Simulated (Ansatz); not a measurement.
## Scan of [AlH₂···H···CH₂], triplet

Starting geometry:

```csv
atom,x (Å),y (Å),z (Å)
Al,-1.0039,0.0000,0.0000
H,-1.7969,1.3734,0.0000
H,-1.7969,-1.3734,0.0000
H,0.5819,0.0000,0.0000
C,2.0881,0.0000,0.0000
H,2.5025,0.0000,0.9962
H,2.5025,0.0000,-0.9962
```

From there H4 is moved from one fragment to the other while all else, the fragments' distance too, stays fixed; atoms are numbered as listed. Energies are in kJ/mol, counted from the starting geometry at the same level.

Basis cc-pVDZ; Ansatz 0.2.0. Only valence electrons are correlated (noble-gas cores frozen). Prefix R: restricted or restricted open-shell reference; prefix U: unrestricted.

For open shells CISD is restricted-active-space CI with the open shells as a complete middle space.

Full CI isn't at hand for all of this; UCCSDT(Q) serves as the reference, and is uncertain by about the last step of the cluster series. The frozen core follows each run's orbitals, which can shift R against U totals by a few meV.

```csv
distance Al1-H4 (Å),UCCSDT(Q),error UHF,error CISD,error RCCSD,error BCCD(T),error UCCSDT,error RCCSDT(Q)
1.475,20.7,-10.2,-4.0,-1.5,-0.3,-0.1,0.0
1.586,0.0,0.0,0.0,0.0,0.0,0.0,0.0
1.645,-10.2,5.4,1.7,0.7,0.1,0.0,0.0
1.705,-21.8,9.9,2.3,1.1,0.1,0.1,0.0
1.764,-34.9,12.7,2.2,1.2,0.1,0.1,0.0
1.824,-49.1,13.6,1.6,1.0,0.1,0.1,0.0
1.883,-62.3,12.5,0.5,0.6,0.0,0.0,0.0
1.943,-72.4,10.0,-0.9,0.1,-0.1,0.0,0.0
2.002,-75.7,6.6,-2.3,-0.4,-0.2,-0.1,0.0
```

Errors are those of relative energies. In total energy the starting point itself misses UCCSDT(Q) by: UHF 618.4, CISD 65.8, RCCSD 15.4, BCCD(T) 3.3, UCCSDT 0.5, RCCSDT(Q) 0.1 kJ/mol.

Spread of the error over the points with a reference, to 2.002 Å (largest less smallest): RCCSDT(Q) 0.0, UCCSDT 0.2, BCCD(T) 0.4, RCCSD 2.7, CISD 6.3, UHF 23.8 kJ/mol.
